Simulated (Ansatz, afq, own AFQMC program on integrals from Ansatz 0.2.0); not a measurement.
AFQMC on a folder of integrals that Ansatz 0.2.0 wrote.

```yaml
crystal:
  periodic: [false, false, false]
  atoms:
    - {symbol: Al, position_ang: [0.000000, 0.000000, 0.352569]}
    - {symbol: Al, position_ang: [0.000000, 0.000000, -2.324369]}
    - {symbol: H, position_ang: [0.000000, 0.000000, 1.971799]}
basis:
  gaussian: {orbitals: aug-cc-pVDZ}
magnetization: {spin_polarized: true, initial_magnetization: 3}
correlation: {method: ccsd_t, electrons: outside_noble_gas, hamiltonian_folder: ham}
```

```sh
$ ansatz run in.yaml --threads 1 --pin off --events-out ev --progress --plain --max-ram 16896MiB --backend cuda --devices 0, --max-vram 18GiB
```

afq runs on the folder ham with

```
--method phaseless --trial cisd --walkers 4000 --populations 20 --least-time 60 --time-step 0.005 --steps-per-block 50 --equilibration-blocks 28 --max-blocks 4000 --target-error 0.00016 --factor-cut 1e-05 --start spin_pure --seed 6113 --release-times 0.24,0.51,0.99,1.62,2.4 --release-step 0.03 --release-every 3 --taylor-order 6
```

Times are imaginary, in 1/Eh. The walk had a cap of 240 s. With eight or more populations the least sampling time is a fifth of least-time, and the error comes from their spread.

```
orbitals 53  electrons 5 2  factors 399 of 629
reference energy -484.32633033 Eh
CCSD correlation -0.11984802 Eh in 13 cycles, weight of the determinant in the CISD state 0.8620
energy of the start -484.445361 Eh
 block  time / (1/Eh)  mean weight  energy / Eh
     1     0.250  0.9998  -484.444748
     2     0.500  0.9999  -484.445112
     3     0.750  1.0001  -484.445858
     4     1.000  0.9998  -484.446753
     5     1.250  1.0001  -484.447516
    12     3.000  1.0001  -484.452086
    19     4.750  1.0002  -484.453377
    26     6.500  1.0000  -484.453647
    27     6.750  1.0000  -484.454201
    33     8.250  0.9999  -484.453754
    40    10.000  1.0001  -484.453661
    47    11.750  0.9999  -484.453465
    54    13.500  0.9998  -484.453562
    61    15.250  1.0001  -484.453538
    68    17.000  1.0000  -484.453542
    74    18.500  1.0000  -484.453091
    75    18.750  0.9999  -484.453800
    78    19.500  0.9999  -484.453889
error from the spread of 20 populations
released: time / (1/Eh)  energy / Eh  error  mean overlap
  0.24  -484.453773  0.000153  1.0005
  0.51  -484.453947  0.000146  1.0008
  0.99  -484.454201  0.000137  1.0038
  1.62  -484.454572  0.000134  0.9998
  2.40  -484.454599  0.000120  1.0027
energy -484.453593 +/- 0.000145 Eh
(rows thinned)
```

Task: Estimate how long the walk took on 1 × NVIDIA H100 80GB HBM3 with 2 threads of AMD EPYC 7R13 Processor (Zen 3), with other jobs on the host (the card was shared).

Result: 85 s of wall time.

The run passed its tests (sampling time, drift between the halves within three errors, error under three times the target), which doesn't prove that it has relaxed.

Against this walk (error 4.0 meV) on the same determinant: CCSD(T) 27.7 meV higher, CCSDT(Q) 41.9 meV lower. The error is statistical and leaves out the bias of the constraint. Released to 2.40 1/Eh the energy lies 27 ± 5 meV (both errors) below the phaseless value, which shows part or all of the bias of the constraint, and CCSDT(Q) lies 14.6 meV below the released value. CCSDT(Q) is the surest value here, so the walk's 42 meV above it is most likely the bias of the constraint with this trial, which can have either sign.

Cautions: constraint bias not in the error; another spin lies lower (by 825 meV); released walk and highest rung disagree (by 15 meV at 2.40 1/Eh).

CCSDT and higher add their correlation energy to the determinant of the CCSD(T) run, since their own runs factorise the integrals more tightly (a shift of under 2 meV). A walk keeps the symmetry of its determinant, which the program's search chose and which needn't be the lowest solution, so a lower state of the same spin and another symmetry isn't excluded.
